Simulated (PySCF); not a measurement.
**Basis-set dependence of excited states**

Compound: 1,1,2-trichloroethane, C2H3Cl3.
SMILES: `ClCC(Cl)Cl`

TDDFT with PBE0 (PySCF), vertical singlets, core orbitals frozen in the response, spherical d and f functions. Isolated species at its PBE0-D3(BJ)/def2-SVP geometry (one conformer only).

Question: How do the low singlets change with the basis? Take 6-31G*, def2-SVP, def2-SVPD and def2-TZVP.

Answer: 

| basis | functions | diffuse | S1 (eV) | S2 (eV) | S3 (eV) | S4 (eV) | S5 (eV) | LUMO (eV) | α (au) |
| --- | --- | --- | --- | --- | --- | --- | --- | --- | --- |
| 6-31G* | 88 | no | 7.01 | 7.13 | 7.33 | 7.40 | 7.51 | -0.22 | 49.8 |
| def2-SVP | 97 | no | 7.31 | 7.48 | 7.53 | 7.62 | 7.80 | 0.30 | 48.0 |
| def2-SVPD | 145 | yes | 6.92 | 7.05 | 7.18 | 7.24 | 7.40 | -0.49 | 67.9 |
| def2-TZVP | 191 | no | 6.95 | 7.09 | 7.27 | 7.32 | 7.46 | -0.24 | 60.1 |

States are compared by their number. Against the only diffuse basis here (def2-SVPD, itself not a converged limit), sets without diffuse functions differ by up to 0.39 eV in S1 and 0.40 eV in S5. State by state, the largest deviation of a set without diffuse functions is S1 0.39, S2 0.43, S3 0.36, S4 0.39, S5 0.40 eV. The same number needn't mean the same state in each row. Against def2-SVPD the polarisability deviates by -27% in 6-31G*, -29% in def2-SVP, -12% in def2-TZVP.
